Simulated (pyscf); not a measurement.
Single points on ωB97X-D3(BJ)/def2-SVP structures (PySCF, gas phase).

**Question.** Estimate the classical barrier height and the reaction energy of `[OH][Sc]([OH])[SH]` + `[OH2]` -> `[OH][Sc]([OH])[OH]` + `[SH2]` at ωB97M-D3(BJ)/def2-TZVP. The step runs on the singlet surface, breaks S–Sc, H–O and forms O–Sc, H–S; take the separated reactants as zero.

**Answer.** ΔE‡ = -56.1 kJ/mol, ΔE = -19.8 kJ/mol. Zero-point energy shifts the barrier by -4.7 kJ/mol. It is a four-centre exchange, with an imaginary mode of 566i cm⁻¹. On the reactant side the descent ends in an adduct with a O–Sc contact, 112.9 kJ/mol under the separated species and 50.9 kJ/mol under the saddle at ωB97X-D3(BJ)/def2-TZVP. On the product side the descent ends in an adduct with a S–Sc contact, 75.2 kJ/mol under the separated species and 19.1 kJ/mol under the saddle at ωB97X-D3(BJ)/def2-TZVP. At ωB97M-D3(BJ) the saddle lies under the separated reactants, which points to a path from their complex (located at ωB97X-D3(BJ) alone). At ωB97M-D3(BJ) the saddle lies under the separated products, which points to a path from their complex (located at ωB97X-D3(BJ) alone). What is counted as formed (O–Sc) is already present as a longer contact in the reactant adduct; forming that adduct is a step of its own. What is counted as broken (S–Sc) persists as a longer contact in the product adduct; parting that adduct is a step of its own. One saddle was located; it need not be the lowest between these sides.
